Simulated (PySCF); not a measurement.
How the functional moves excitation energies

Compound: C₃H₆.
Numbering: `[CH2:1]=[CH:2][CH3:3]` (hydrogens: H4, H5 on C1; H6 on C2; H7, H8, H9 on C3)

Linear-response calculations in the def2-SVPD basis (PySCF; singlets by full response, triplets Tamm–Dancoff, core orbitals frozen in the response; HF means time-dependent Hartree–Fock). 'Strongest' is the level of largest summed f among the singlets computed (10 roots, of which the last may lack a degenerate partner); it can jump between rows when another state enters that window. S1 is the lowest singlet of each run and needn't be the same state throughout; f(S1) is that of one state. Geometry: PBE0-D3(BJ)/def2-SVP; no solvent, vibrations or thermal averaging.

```
functional                               kind  S1 (eV)  f(S1)  strongest (eV)  T1 (eV)  HOMO (eV)  gap (eV)  ionisation energy, ΔSCF (eV)
       LDA                                LDA     6.73  0.006            7.31     4.74      -6.39      5.52                          9.99
       PBE                                GGA     6.62  0.005            7.35     4.48      -6.24      5.57                          9.76
     B3LYP  global hybrid, 20% exact exchange     6.87  0.011            7.42     4.42      -7.15      7.27                          9.78
      PBE0  global hybrid, 25% exact exchange     7.13  0.014            7.51     4.33      -7.37      7.75                          9.73
 BHandHLYP  global hybrid, 50% exact exchange     7.26  0.022            7.52     4.24      -8.34      9.80                          9.55
 CAM-B3LYP             range-separated hybrid     7.20  0.021            7.49     4.36      -8.72     10.24                          9.80
   wB97X-D             range-separated hybrid     7.44  0.032            7.53     4.50      -9.24     11.47                          9.74
   LC-wPBE             range-separated hybrid     7.64  0.429            7.64     4.21     -10.13     12.84                          9.83
        HF                       Hartree–Fock     7.54  0.484            7.54     3.70      -9.80     12.72                   not settled
```

S1 runs from 6.62 eV (PBE) to 7.64 eV (LC-wPBE), a spread of 1.01 eV, while the orbital gap spreads over 7.3 eV. Along PBE (0%), B3LYP (20%), PBE0 (25%), BHandHLYP (50%), HF (100%) S1 rises with the share of exact exchange. −ε(HOMO) comes closest to its own ΔSCF ionisation energy with LC-wPBE (+0.31 eV) and misses most with LDA (-3.60 eV). 'Not settled' means that the ion's SCF failed to converge or may have ended in another state than the lowest.
